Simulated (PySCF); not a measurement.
# Electric properties by functional and basis

Species: C5H6.
SMILES with atom numbers: `[CH:1]#[C:2]/[CH:3]=[CH:4]/[CH3:5]` (hydrogens: H6 on C1; H7 on C3; H8 on C4; H9, H10, H11 on C5)

Cartesian coordinates in Å at the PBE0-D3(BJ)/def2-SVP level; atoms count from 1:
```xyz
11
C5H6 angstrom
C      3.0288    0.2434    0.4771
C      1.8293    0.0797    0.5750
C      0.4276   -0.1189    0.7119
C     -0.4603    0.0823   -0.2775
C     -1.9286   -0.1214   -0.1494
H      4.0892    0.3890    0.3884
H      0.0736   -0.4575    1.6941
H     -0.0840    0.4206   -1.2501
H     -2.2089   -0.4616    0.8581
H     -2.4767    0.8115   -0.3643
H     -2.2889   -0.8665   -0.8787
```

PySCF, dipoles from the SCF density, polarisabilities from static response with core orbitals frozen. Geometry: PBE0-D3(BJ)/def2-SVP; no solvent, vibrations or thermal averaging.

Reference dipole: 0.662 D (measured, gas; NIST CCCBDB Release 22 (SRD 101), experimental dipoles). The anisotropy is √(½[(α1 − α2)² + (α2 − α3)² + (α3 − α1)²]).

```json
{"level": "LDA/def2-SVPD", "μ (D)": "1.184", "error (%)": "+78.8", "α (Å³)": "10.04", "anisotropy (Å³)": "9.06"}
{"level": "PBE/def2-SVPD", "μ (D)": "1.117", "error (%)": "+68.7", "α (Å³)": "9.93", "anisotropy (Å³)": "9.01"}
{"level": "B3LYP/def2-SVPD", "μ (D)": "1.108", "error (%)": "+67.4", "α (Å³)": "9.73", "anisotropy (Å³)": "8.62"}
{"level": "PBE0/def2-SVPD", "μ (D)": "1.133", "error (%)": "+71.1", "α (Å³)": "9.62", "anisotropy (Å³)": "8.52"}
{"level": "BHandHLYP/def2-SVPD", "μ (D)": "1.131", "error (%)": "+70.8", "α (Å³)": "9.46", "anisotropy (Å³)": "8.20"}
{"level": "CAM-B3LYP/def2-SVPD", "μ (D)": "1.118", "error (%)": "+68.8", "α (Å³)": "9.54", "anisotropy (Å³)": "8.21"}
{"level": "wB97X-D/def2-SVPD", "μ (D)": "1.132", "error (%)": "+71.0", "α (Å³)": "9.59", "anisotropy (Å³)": "8.17"}
{"level": "LC-wPBE/def2-SVPD", "μ (D)": "1.116", "error (%)": "+68.6", "α (Å³)": "9.23", "anisotropy (Å³)": "7.78"}
{"level": "HF/def2-SVPD", "μ (D)": "1.183", "error (%)": "+78.7", "α (Å³)": "9.29", "anisotropy (Å³)": "7.83"}
{"level": "PBE0/6-31G*", "μ (D)": "0.991", "error (%)": "+49.7", "α (Å³)": "7.77", "anisotropy (Å³)": "9.25"}
{"level": "PBE0/def2-SVP", "μ (D)": "1.108", "error (%)": "+67.4", "α (Å³)": "8.25", "anisotropy (Å³)": "9.08"}
{"level": "PBE0/def2-TZVP", "μ (D)": "1.162", "error (%)": "+75.6", "α (Å³)": "9.32", "anisotropy (Å³)": "8.96"}
```

For the dipole, the smallest error is 49.7% (PBE0/6-31G*) and the largest 78.8% (LDA/def2-SVPD). Even the closest misses by 50%. The dipole runs from 0.99 D (PBE0/6-31G*) to 1.18 D (LDA/def2-SVPD). No reference polarisability is at hand; against PBE0 in the largest diffuse basis at hand (def2-SVPD) the other PBE0 rows deviate by 6-31G* -19%, def2-SVP -14%, def2-TZVP -3%. In one basis (def2-SVPD) the functionals order the polarisability from LC-wPBE (lowest) to LDA (highest), a spread of 9%. With PBE0 the polarisability is 8.45 Å³ without diffuse functions (mean of 6-31G*, def2-SVP and def2-TZVP) and 9.62 Å³ with them (def2-SVPD). Measured values can belong to vibrating molecules and may average over conformers; the computed ones are for one fixed geometry.
